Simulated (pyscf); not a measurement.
Optimised with ωB97X-D3(BJ)/def2-SVP in PySCF.

Q: Estimate the classical barrier height and the reaction energy of H₃C–SiH₂–SiH₃ + H atom (H•) -> H₃C–SiH₂–SiH₂• + hydrogen (H₂) at PBE0-D3(BJ)/def2-TZVP. The step runs on the doublet surface, breaks H–Si and forms H–H; take the separated reactants as zero.

A: ΔE‡ = 1.2 kcal/mol, ΔE = -15.6 kcal/mol. ωB97M-D3(BJ)/def2-TZVP gives 4.0 kcal/mol and -14.8 kcal/mol. Zero-point energy shifts the barrier by -0.6 kcal/mol. It is a hydrogen abstraction, with an imaginary mode of 857i cm⁻¹. One saddle was located; it need not be the lowest between these sides. The angle at the transferred H is 178°.
